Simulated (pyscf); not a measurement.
This saddle point was located with ωB97X-D3(BJ)/def2-SVP in PySCF.

```xyz
9

O      0.7960    -0.1118    -0.4246
Si    -0.2473     0.1055     0.8398
O     -1.6125    -0.7767     1.1440
H      0.4490     0.1280    -1.2917
H     -1.2252     1.1586    -0.2158
H      0.6075    -0.3013     1.9798
H     -2.3375    -0.6418     0.5227
H     -0.2329     1.6993     1.5374
H     -0.7712     1.6805     0.7033
```
Charge 0, spin multiplicity 1.

Surface: singlet, charge 0. Lowest wavenumbers (cm⁻¹): 1509i, 250, 382, 433, 492.

Task: Name the species on either side of this saddle.

Result: HO–SiH₂–OH + H₂ ⇌ HO–SiH₂–OH + H₂, a four-centre exchange read from left to right: H–Si, H–H broken and H–Si, H–H formed. At ωB97M-D3(BJ)/def2-TZVP it lies +58.4 kcal/mol from the left side and +58.4 kcal/mol from the right (each side as separated species at their lowest minima found). At the saddle there is also a short H–Si contact that neither side keeps. This is the saddle that the search found; another between the same sides may lie lower.
